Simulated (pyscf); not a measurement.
PySCF, gas phase, ωB97X-D3(BJ)/def2-SVP geometries. MP2 and CC: frozen core, UHF for open shells. ΔMP2 is the change of the MP2 total energy from the triple- to the quadruple-zeta basis.

SMILES: N=[Si](N)N
```xyz
9

N     -0.7075    -0.9990     1.3272
Si    -0.6881    -0.1051     0.0163
N      0.5647     0.3661    -1.0393
N     -2.1298     0.5846    -0.5541
H      0.0711    -1.5125     1.7205
H      0.4309     0.8511    -1.9182
H      1.5271     0.0934    -0.8812
H     -2.9979     0.4176    -0.0596
H     -2.1975     1.3028    -1.2625
```
Charge 0, spin multiplicity 1.

Task: What is the homolytic dissociation enthalpy (298 K, CCSD(T)/def2-TZVPP + ΔMP2(QZVPP)) of the N–Si bond of `[NH]=[Si]([NH2])[NH2]`, to [HN=Si–NH₂]• + NH₂•?

Result: N–Si to [HN=Si–NH₂]• + NH₂•: 4.45 eV. The radicals are drawn with the spin at the cut bond; how far it spreads was not checked. Other isomers of [HN=Si–NH₂]• were not searched in full and may lie lower. The CCSD(T) − MP2 part came from Ansatz, without density fitting, on the same reference.
